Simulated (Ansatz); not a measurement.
**Computed against measured: vertical ionisation energy**

8 molecules of light elements (H to F); the vertical ionisation energy in eV, computed less measured. Shapes, held fixed at every level: PBE0-D4/def2-TZVP. No vibrational averaging. Programs: Ansatz 0.2.0. Measured values: NIST CCCBDB.

Levels: A = B3LYP-D4/def2-TZVPP; B = wB97M-V/def2-TZVPP; C = wB97X-V/def2-TZVPP.

| molecule | measured | A | B | C |
| --- | --- | --- | --- | --- |
| CO (carbon monoxide) | 14.01 | +0.17 | +0.21 | +0.19 |
| N2 (nitrogen) | 15.58 | +0.26 | +0.38 | +0.34 |
| HCN (SMILES C#N) | 13.61 | +0.14 | +0.01 | +0.04 |
| CO2 (carbon dioxide) | 13.78 | +0.04 | 0.00 | +0.03 |
| C2H2 (acetylene) | 11.49 | -0.10 | -0.20 | -0.19 |
| H2CO (formaldehyde) | 10.88 | 0.00 | -0.06 | -0.07 |
| C2H4 (ethylene) | 10.68 | -0.05 | -0.14 | -0.15 |
| CH4O (methanol) | 10.96 | -0.06 | -0.07 | -0.06 |

(1) Which level does best on this set, which worst, and which err to one side?

Results:

(1) 
```csv
level,kind,mean error,mean absolute error,worst case
B3LYP-D4/def2-TZVPP,global hybrid,+0.050,0.103,N2
wB97M-V/def2-TZVPP,range-separated hybrid,+0.016,0.134,N2
wB97X-V/def2-TZVPP,range-separated hybrid,+0.016,0.134,N2
```

On this set B3LYP-D4/def2-TZVPP has the smallest mean absolute error and wB97M-V/def2-TZVPP the largest. Without N2 the largest would be that of wB97X-V/def2-TZVPP. No level errs clearly to one side. All levels miss N2 on one side, which points to its shape or to the tabulated value. The smallest two are near a tie. The largest two are near a tie. The set is small.
